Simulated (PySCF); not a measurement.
**N: ionisation energy**

N [He] 2s2 2p3 (4S) → N+ [He] 2s2 2p2 (3P), as a difference of total energies. Computed with PySCF 2.14 in aug-cc-pwCVTZ (7s6p4d2f, 59 functions), with the non-relativistic Hamiltonian (point nucleus). Correlated levels: valence and next inner shell: nothing frozen. The calculations carry no spin-orbit coupling.

```tsv
method	ionisation energy (eV)	error (eV)
UHF	13.894	-0.651
MP2 (valence and next inner shell)	14.613	+0.068
SCS-MP2 (valence and next inner shell)	14.343	-0.202
CCSD (valence and next inner shell)	14.475	-0.070
CCSD(T) (valence and next inner shell)	14.500	-0.045
```

Reference: 14.545 eV (measured; NIST levels, between the centres of gravity of the two terms).

Errors of the correlated levels include the incompleteness of this basis.
